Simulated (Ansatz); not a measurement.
Mulliken charges of H3NO, SMILES `NO` from PBE/def2-TZVPP in Ansatz (PBE0-D4/def2-TZVP geometry).

| atom | x (Å) | y (Å) | z (Å) | charge (e) |
| --- | --- | --- | --- | --- |
| N1 | -0.165 | -0.361 | -0.321 | -0.247 |
| O2 | 0.365 | 0.666 | 0.508 | -0.301 |
| H3 | -0.163 | -1.190 | 0.267 | 0.164 |
| H4 | -1.141 | -0.110 | -0.446 | 0.164 |
| H5 | 1.105 | 0.995 | -0.008 | 0.221 |

Task: By hand: the dipole of these point charges (1 e Å = 4.8032 D).

Result: Σ q r = (-0.039, -0.105, -0.105) e Å, of length 0.154 e Å = 0.74 D.

Task: How does the dipole of the full density compare? (Best estimate.)

Result: Computed: (-0.053, -0.079, -0.047) e Å, 0.51 D; the point charges give 1.45 times that, at 20° from its direction.

Point charges leave out the atoms' own dipoles, such as those of lone pairs, and Mulliken's split depends on the basis, so the two needn't agree.
